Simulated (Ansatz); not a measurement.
# SiH₃F + H₂O: a complex and its separated parts

The complex below is one end of an elementary step. How strongly is it bound against its free parts?

The runs use Ansatz 0.2.0, Gaussian basis; PBE0-D4/def2-TZVP structures, single points in def2-TZVPP, no counterpoise correction.

Levels: SPW92, PBE-D4, BLYP-D4, r2SCAN-D4, B97M-V, PBE0-D4, B3LYP-D4, r2SCAN0-D4, BHLYP-D4, CAM-B3LYP-D4, wB97X-V, wB97M-V, B2PLYP, PBE-QIDH, RPA on PBE, Hartree-Fock, MP2, CCSD, CCSD(T).

Cores are frozen in the correlated methods. B3LYP uses VWN-RPA correlation. B2PLYP carries no dispersion term here.

21 further runs of the same task are left out: 21 set aside as unsound or not needed.

## (1) The starting structure

The complex: 8 atoms, charge 0, spin multiplicity 1.

Atoms are counted from 1 here; the program's logs count them from 0.

Bond lengths: Si1–F2 1.611 Å, Si1–H3 1.477 Å, Si1–H4 1.485 Å, Si1–H5 1.479 Å, H6–O7 0.961 Å, O7–H8 0.960 Å. Angles: F2–Si1–H3 109.5°, F2–Si1–H4 105.9°, F2–Si1–H5 109.1°, H3–Si1–H4 110.1°, H3–Si1–H5 112.4°, H4–Si1–H5 109.5°, H6–O7–H8 105.3°.

Coordinates:

```mol
FH5OSi
  3D, bonds by distance, orders not assigned

  8  6  0  0  0  0  0  0  0  0999 V2000
   -1.0967    0.3580   -0.2479 Si  0  0
   -0.8862   -1.0305    0.5410 F   0  0
   -0.5580    0.2330   -1.6175 H   0  0
   -2.5638    0.5813   -0.2939 H   0  0
   -0.4535    1.4512    0.5137 H   0  0
    1.3884   -1.1656    0.4254 H   0  0
    1.8292   -0.4277   -0.0055 O   0  0
    2.3407    0.0005    0.6848 H   0  0
  1  2  8  0
  1  3  8  0
  1  4  8  0
  1  5  8  0
  6  7  8  0
  7  8  8  0
M  END
```

Its parts: SiH₃F holds atoms 1, 2, 3, 4, 5; H₂O holds atoms 6, 7, 8. Each part counts its atoms afresh in its own runs.

## (2) Relaxing SiH₃F alone

Contents of relax-a/in.yaml:

```yaml
crystal:
  periodic: [false, false, false]
  atoms:
    - {symbol: Si, position_ang: [-1.096679, 0.357976, -0.247905]}
    - {symbol: F, position_ang: [-0.886242, -1.030452, 0.540978]}
    - {symbol: H, position_ang: [-0.558048, 0.232993, -1.617474]}
    - {symbol: H, position_ang: [-2.563850, 0.581288, -0.293939]}
    - {symbol: H, position_ang: [-0.453469, 1.451170, 0.513699]}
basis:
  gaussian: {orbitals: def2-TZVP}
hamiltonian: {xc: pbe0, dispersion: d4}
relax: {f_tol: 0.005, max_steps: 200}
```

No record of the launch command was kept for these runs.

After this run come: Relaxing H₂O alone; wB97M-V/def2-TZVPP; CCSD(T)/def2-TZVPP; Vibrations of SiH₃F; Vibrations of H₂O.

Before running it: what results should come out? Wanted: complex less parts, CCSD(T)/def2-TZVPP; with zero-point energy; largest T1 diagnostic.

The runs gave:

| quantity | value |
| --- | --- |
| complex less parts, CCSD(T)/def2-TZVPP | -0.149 eV |
| with zero-point energy | -0.085 eV |
| largest T1 diagnostic | 0.011 |

What this shows: At CCSD(T) the complex lies 0.149 eV below its parts. The functionals run from PBE-QIDH, off by +0.008 eV, to SPW92, off by -0.129 eV, against CCSD(T). Mean unsigned error by rung: LDA 0.129, GGA 0.025, meta-GGA 0.032, hybrid 0.021, range-separated hybrid 0.030, double hybrid 0.014 eV. PBE-D4 gives a relative energy 0.032 eV too low, inside chemical accuracy (1 kcal/mol, 0.043 eV). No counterpoise was applied, and triple zeta lacks some correlation, so the CCSD(T) reference has a basis error of its own, and close matches with it are partly luck.
